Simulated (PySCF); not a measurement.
A species of formula C4H4O has this rotational fingerprint, computed with PBE0/def2-SVPD in PySCF (dipole) on a GFN2-xTB geometry, gas phase:

| Item | Value |
| --- | --- |
| Rotational constants | A = 9699, B = 9357, C = 4763 MHz |
| Dipole components | \|μa\| = 0.63 D, \|μb\| = 0.00 D, \|μc\| = 0.00 D |
| Inertial defect | 0.00 u·Å² |
| κ | 0.86 |

Problem. Which candidate fits, each taken in the one conformer that was computed?
A. furan, `c1ccoc1`
B. 3-butyn-2-one, `C#CC(C)=O`
C. 2-butynal, `CC#CC=O`

Solution. A. It is c1ccoc1, an asymmetric top, point group C2v. The candidates at the same level (rigid rotor, commonest isotopes):

```json
{"SMILES": "C#CC(C)=O", "A (MHz)": "10194", "B (MHz)": "4134", "C (MHz)": "2996", "μa (D)": "1.55", "μb (D)": "2.76", "μc (D)": "0.00", "Δ (u·Å²)": "-3.12", "point group": "Cs", "rotor": "asymmetric top"}
{"SMILES": "CC#CC=O", "A (MHz)": "42833", "B (MHz)": "2151", "C (MHz)": "2075", "μa (D)": "3.90", "μb (D)": "1.44", "μc (D)": "0.02", "Δ (u·Å²)": "-3.16", "point group": "–", "rotor": "near-prolate asymmetric top"}
{"SMILES": "c1ccoc1", "A (MHz)": "9699", "B (MHz)": "9357", "C (MHz)": "4763", "μa (D)": "0.63", "μb (D)": "0.00", "μc (D)": "0.00", "Δ (u·Å²)": "0.00", "point group": "C2v", "rotor": "asymmetric top"}
```

`C#CC(C)=O` has B 56 % too low; `CC#CC=O` has A 342 % too high. In the right answer the symmetry axis of this C2v structure is a, so μb and μc vanish by symmetry. No structure here is proved a minimum.
